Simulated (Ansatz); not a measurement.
For zinc-blende InSb, PBE (PAW; Ansatz, a program for electronic structure) gives:

* **lattice parameter a**: 6.635 Å
* **bulk modulus B0**: 36.7 GPa
* **cohesive energy**: 2.63 eV/atom
* **band gap at the measured cell**: 0.00 eV

Task: What does B3LYP (VWN-RPA form) in Ansatz (PAW) give for the same quantities?

Result: 
- lattice constant a: 6.663 Å (grows by 0.4 %)
- bulk modulus: 36.7 GPa (is nearly the same)
- cohesive energy: 2.32 eV/atom (falls by 0.31 eV/atom)
- band gap at the measured cell: 0.53 eV (increases by 0.53 eV)

For comparison: lattice constant a 6.468 Å (measured, static lattice: zero-point anharmonic expansion removed; as tabulated in Mejia-Rodriguez and Trickey (2018), arXiv:1807.09216); bulk modulus 46.1 GPa (measured, 0 K value with the zero-point phonon effect removed; as tabulated in Mejia-Rodriguez and Trickey (2018), arXiv:1807.09216); band gap 0.26 eV (measured, zero-point shift of 0.02 eV (the table's estimate, ZP (est)) added back here, E0, Γ; inputs from arXiv:2302.06325).

Changes are worked out from the printed values.

Unless a cell is named, each level is at its own relaxed cell (PBE 36.51, B3LYP (VWN-RPA form) 36.97 Å³/atom).

Levels without +SOC leave out spin–orbit coupling, which shifts energies and cells of such heavy elements.

Levels without +SOC have no spin–orbit coupling; where heavier elements are present it shifts gaps, mostly down, and can invert bands. A gap of zero means that the bands touch or overlap. Density-functional gaps are differences of (generalised) Kohn–Sham levels.

Ansatz's density-functional and Hartree–Fock values are scalar-relativistic unless marked +SOC, with PAW data made under PBE.
